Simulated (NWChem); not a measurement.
Polarisability of sulfur dioxide (O2S)

```
S
O 1 1.4543
O 1 1.4543 2 118.58
```
Charge 0, spin multiplicity 1.

All runs are NWChem calculations. All single points use one geometry, from PBE0/def2-SVP, a minimum by its harmonic frequencies.

Basis set: 6-31G*. Static limit. This basis has no diffuse functions, which lowers polarisabilities.

The correlated methods keep 7 core orbitals frozen. B3LYP has NWChem's definition, with VWN1-RPA local correlation. The Pople sets run with spherical d functions. No row is a measurement; the coupled-cluster row has its own basis-set and correlation limits.

### Question
One of these methods gave an isotropic polarisability of 19.37 bohr³. Which?
A. BHandHLYP
B. CCSD linear response
C. B3LYP
D. PBE

### Answer
D, PBE. The others give 19.95 (CCSD linear response), 18.86 (BHandHLYP), 19.09 (B3LYP).
